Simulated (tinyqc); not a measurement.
Inside a calculation. Method: Pariser-Parr-Pople SCF with singles CI, for the molecule C=CC=C (SMILES; centres numbered as the heavy atoms are written). Computed by tinyqc, a small Python program that keeps every step. Settings: charge = 0, gamma = Ohno, start = huckel, damping = 0.3, iteration cap = 61, excitations kept = 9. Command: `OMP_NUM_THREADS=1 python tinyqc.py 26693 26694 out.jsonl` (the two numbers bound the seeds that draw the settings). One thread of a shared host (Intel(R) Xeon(R) Processor @ 2.60GHz), about 0.01 s of CPU time with the checks. Later iterations appear only in the table of the cycle.

## PPP integrals

Centres (angstrom, eV; a flat drawing with bonds scaled to 1.40 angstrom):

| centre | x | y | core charge z | W | gamma_rr |
|---|---|---|---|---|---|
| 1C | -1.8480 | -0.1270 | 1 | 11.1600 | 11.1300 |
| 2C | -0.5590 | 0.4210 | 1 | 11.1600 | 11.1300 |
| 3C | 0.5590 | -0.4210 | 1 | 11.1600 | 11.1300 |
| 4C | 1.8480 | 0.1270 | 1 | 11.1600 | 11.1300 |

Resonance integrals (eV):

| i | j | beta |
|---|---|---|
| 1 | 2 | -2.3900 |
| 2 | 3 | -2.3900 |
| 3 | 4 | -2.3900 |

Ohno: gamma = 14.399645/sqrt(R^2 + a^2), a = 2 x 14.399645/(gamma_rr + gamma_ss); H_rr = -W_r - sum_(s != r) z_s gamma_rs; H_rs = beta for bonds.

repulsion gamma_rs (eV):
```
         1C       2C       3C       4C
1C  11.1300   7.5520   5.2392   3.6695
2C   7.5520  11.1300   7.5550   5.2392
3C   5.2392   7.5550  11.1300   7.5520
4C   3.6695   5.2392   7.5520  11.1300
```

core matrix H (eV):
```
          1C        2C        3C        4C
1C  -27.6207   -2.3900    0.0000    0.0000
2C   -2.3900  -31.5062   -2.3900    0.0000
3C    0.0000   -2.3900  -31.5062   -2.3900
4C    0.0000    0.0000   -2.3900  -27.6207
```

## Starting guess

pi electrons, sum of z_r less the charge = 4

Orbitals of the Hueckel matrix of the beta values.

P at the start:
```
         1C      2C      3C       4C
1C   1.0000  0.8944  0.0000  -0.4472
2C   0.8944  1.0000  0.4472   0.0000
3C   0.0000  0.4472  1.0000   0.8944
4C  -0.4472  0.0000  0.8944   1.0000
```

## Iteration 1: Fock matrix

F_rr = H_rr + P_rr gamma_rr / 2 + sum_(s != r) P_ss gamma_rs; F_rs = H_rs - P_rs gamma_rs / 2; E = tr P (H + F) / 2 + core repulsion sum_(r<s) z_r z_s gamma_rs.

F (eV):
```
         1C       2C       3C       4C
1C  -5.5950  -5.7673   0.0000   0.8205
2C  -5.7673  -5.5950  -4.0794   0.0000
3C   0.0000  -4.0794  -5.5950  -5.7673
4C   0.8205   0.0000  -5.7673  -5.5950
```

pi energy = -51.3624 eV

## Iteration 1: orbitals and new P

Diagonalise F (the basis is taken as orthonormal) and form P = 2 sum c c over the lowest orbitals; 0.3 of the old P is kept.

orbital energies (eV): -13.4905  -10.2317  -0.9583  2.3005

P after iteration 1:
```
         1C      2C      3C       4C
1C   1.0000  0.9126  0.0000  -0.4079
2C   0.9126  1.0000  0.4079   0.0000
3C   0.0000  0.4079  1.0000   0.9126
4C  -0.4079  0.0000  0.9126   1.0000
```

## Iteration 2: Fock matrix

As before.

F (eV):
```
         1C       2C       3C       4C
1C  -5.5950  -5.8360   0.0000   0.7483
2C  -5.8360  -5.5950  -3.9307   0.0000
3C   0.0000  -3.9307  -5.5950  -5.8360
4C   0.7483   0.0000  -5.8360  -5.5950
```

pi energy = -51.4073 eV

## Iteration 2: orbitals and new P

As before.

orbital energies (eV): -13.4736  -10.2913  -0.8987  2.2836

P after iteration 2:
```
         1C      2C      3C       4C
1C   1.0000  0.9235  0.0000  -0.3828
2C   0.9235  1.0000  0.3828   0.0000
3C   0.0000  0.3828  1.0000   0.9235
4C  -0.3828  0.0000  0.9235   1.0000
```

## Convergence

Stop when output and input P, before any damping, agree to 1e-7.

Course of the cycle:

| iteration | E (eV) | largest \|P(out) - P(in)\| |
|---|---|---|
| 1 | -51.362431 | 5.62e-02 |
| 2 | -51.407280 | 3.58e-02 |
| 3 | -51.432186 | 2.26e-02 |
| 4 | -51.444156 | 1.42e-02 |
| 5 | -51.449506 | 8.94e-03 |
| 6 | -51.451797 | 5.60e-03 |
| 7 | -51.452752 | 3.50e-03 |
| 8 | -51.453143 | 2.19e-03 |
| 9 | -51.453300 | 1.36e-03 |
| 10 | -51.453363 | 8.51e-04 |
| 11 | -51.453388 | 5.31e-04 |
| ... | ... | ... |
| 20 | -51.453405 | 7.55e-06 |
| 21 | -51.453405 | 4.71e-06 |
| 22 | -51.453405 | 2.93e-06 |
| 23 | -51.453405 | 1.83e-06 |
| 24 | -51.453405 | 1.14e-06 |
| 25 | -51.453405 | 7.11e-07 |
| 26 | -51.453405 | 4.43e-07 |
| 27 | -51.453405 | 2.76e-07 |
| 28 | -51.453405 | 1.72e-07 |
| 29 | -51.453405 | 1.07e-07 |
| 30 | -51.453405 | 6.69e-08 |

Converged in 30 iterations.

## Converged orbitals

Charges are z - P_rr.

orbital energies (eV): -13.4382  -10.3871  -0.8029  2.2482

coefficients:
```
       MO1      MO2      MO3      MO4
1C  0.4061   0.5789   0.5789  -0.4061
2C  0.5789   0.4061  -0.4061   0.5789
3C  0.5789  -0.4061  -0.4061  -0.5789
4C  0.4061  -0.5789   0.5789   0.4061
```

pi charges: 1C 0.0000, 2C 0.0000, 3C 0.0000, 4C 0.0000

## Singles CI, singlets

Over the 4 single excitations with the smallest orbital gaps: A = (e_a - e_i) delta + 2 (ia|jb) - (ij|ab), with (pq|rs) = sum c_mp c_mq gamma_mn c_nr c_ns. f = 2/3 w |mu|^2 in atomic units, mu = sqrt2 sum c_ia sum_m c_mi c_ma R_m.

singlet CI matrix (eV):
```
        2>3      1>3      2>4     1>4
2>3  5.1341   0.0000   0.0000  0.5818
1>3  0.0000   7.1132  -0.0158  0.0000
2>4  0.0000  -0.0158   7.1132  0.0000
1>4  0.5818   0.0000   0.0000  9.2530
```

singlet excitation energies (eV): 5.0535  7.0973  7.1290  9.3336

oscillator strengths: 1.0871  0.0000  0.0000  0.1502

## Singles CI, triplets

Over the 4 single excitations with the smallest orbital gaps: A = (e_a - e_i) delta - (ij|ab), with (pq|rs) = sum c_mp c_mq gamma_mn c_nr c_ns.

triplet CI matrix (eV):
```
        2>3     1>3     2>4     1>4
2>3  2.4171  0.0000  0.0000  1.7309
1>3  0.0000  5.3664  1.7309  0.0000
2>4  0.0000  1.7309  5.3664  0.0000
1>4  1.7309  0.0000  0.0000  7.8582
```

triplet excitation energies (eV): 1.9131  3.6355  7.0973  8.3621
